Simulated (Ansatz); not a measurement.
A first try at harmonic frequencies at the relaxed geometry of CH6BN, SMILES CBN, using Ansatz 0.2.0 through its Python package.

Input file `ch6bn.xyz`:
```text
9

C    -0.64890    0.73880   -0.61930
B     0.48780   -0.17450   -0.19290
N     0.23990   -1.20850    0.88480
H    -1.47270    0.18350   -1.00380
H    -0.35070    1.45350   -1.45750
H    -1.02800    1.40440    0.23700
H     1.56890   -0.08300   -0.72400
H     1.21970   -1.68840    1.03550
H     0.07250   -0.67210    1.82300
```

Script `freq_ch6bn.py`:
```python
"""Harmonic frequencies of CH6BN at its relaxed geometry."""

from dataclasses import dataclass

import ansatz as az
import numpy as np


@dataclass(frozen=True)
class RunConfig:
    basis_set: str = "6-31G*"
    functional: str = "b3lyp"


cfg = RunConfig()

molecule = az.Crystal.molecule_from_extxyz("ch6bn.xyz")

model = molecule.calculation().basis(gaussian=cfg.basis_set).functional(cfg.functional)
symbols = [site.symbol for site in molecule.cartesian_sites]
start = np.array([site.position_ang for site in molecule.cartesian_sites], dtype=float)
data = model.relax(force_tolerance=0.003, max_steps=30).run().report
end = np.array(data["positions_ang"])

print("bond        before    after (A)")
for i, j in [(0, 1), (0, 3), (0, 4), (0, 5), (1, 2), (1, 6), (2, 7), (2, 8)]:
    d0, d1 = (np.linalg.norm(xyz[i] - xyz[j]) for xyz in (start, end))
    print(f"{symbols[i]}{i}-{symbols[j]}{j}".ljust(10), f"{d0:8.4f} {d1:8.4f}")

# same settings at the minimum
minimum = az.Crystal.molecule()
for symbol, xyz in zip(symbols, end):
    minimum = minimum.atom(symbol, xyz.tolist())
vibrating = (
    minimum.calculation()
    .basis(gaussian=cfg.basis_set)  # atom-centred Gaussian functions
    .functional(cfg.functional)  # level of theory
    .phonons(temperatures=(200, 600, 100))
)
vib = vibrating.run(cores=2).report["vibrations"]
sums = vib["harmonic_sums"]
modes = [m["omega_inv_cm"] for m in sums["modes_at_gamma"] if m["rigid_motion"] == "no"]
print("frequencies (1/cm):", " ".join(f"{w:.0f}" for w in modes))
print("imaginary modes:", sum(w < 0 for w in modes), " zero-point energy:", round(sums["zero_point_energy_ev"], 4), "eV")
print("T (K)   F_vib (eV)   S_vib (meV/K)   C_vib (meV/K)")
for row in zip(sums["temperatures_k"], sums["vibrational_free_energy_ev"], vib["entropy_ev_per_k"], vib["heat_capacity_ev_per_k"]):
    print(f"{row[0]:6.1f} {row[1]:11.4f} {1000 * row[2]:13.4f} {1000 * row[3]:15.4f}")
```

```console
$ python freq_ch6bn.py
bond        before    after (A)
C0-B1        1.5192   1.5791
C0-H3        1.0653   1.0990
C0-H4        1.1412   1.0990
C0-H5        1.1489   1.0979
B1-N2        1.5140   1.3984
B1-H6        1.2080   1.2019
N2-H7        1.1014   1.0105
N2-H8        1.0936   1.0121
Traceback (most recent call last):
  File "freq_ch6bn.py", line 40, in <module>
    vib = vibrating.run(cores=2).report["vibrations"]
          ~~~~~~~~~~~~~^^^^^^^^^
TypeError: Calculation.run() got an unexpected keyword argument 'cores'
```

Find the fault and give the corrected script.

The fault: run() has no such keyword. The cap on steps that the faulty run carried goes too. Mended:

```diff
--- before
+++ after
@@ -21,3 +21,3 @@
 start = np.array([site.position_ang for site in molecule.cartesian_sites], dtype=float)
-data = model.relax(force_tolerance=0.003, max_steps=30).run().report
+data = model.relax(force_tolerance=0.003).run().report
 end = np.array(data["positions_ang"])
@@ -39,3 +39,3 @@
 )
-vib = vibrating.run(cores=2).report["vibrations"]
+vib = vibrating.run().report["vibrations"]
 sums = vib["harmonic_sums"]
```

After the fix:

```console
$ python freq_ch6bn.py
bond        before    after (A)
C0-B1        1.5192   1.5791
C0-H3        1.0653   1.0990
C0-H4        1.1412   1.0990
C0-H5        1.1489   1.0979
B1-N2        1.5140   1.3984
B1-H6        1.2080   1.2019
N2-H7        1.1014   1.0105
N2-H8        1.0936   1.0121
frequencies (1/cm): 147 356 527 554 791 832 847 987 1056 1166 1350 1412 1499 1514 1671 2612 3024 3080 3092 3575 3669
imaginary modes: 0  zero-point energy: 2.0929 eV
T (K)   F_vib (eV)   S_vib (meV/K)   C_vib (meV/K)
 200.0      2.0833        0.1342          0.2188
 300.0      2.0640        0.2554          0.3930
 400.0      2.0317        0.3923          0.5644
 500.0      1.9853        0.5348          0.7143
 600.0      1.9248        0.6765          0.8410
```

The frequencies are harmonic and unscaled, in a modest basis. The result belongs to the one conformer reached from this start, and soft torsions count as harmonic oscillators. b3lyp holds the VWN-RPA fit, as in Gaussian; the form of ORCA and Turbomole is b3lyp5. Finished in 90 s on 1 thread of Arm Neoverse V1 (shared host), peak memory 0.2 GiB.

(Lines on the test bed's own set-up are left out of the output.)
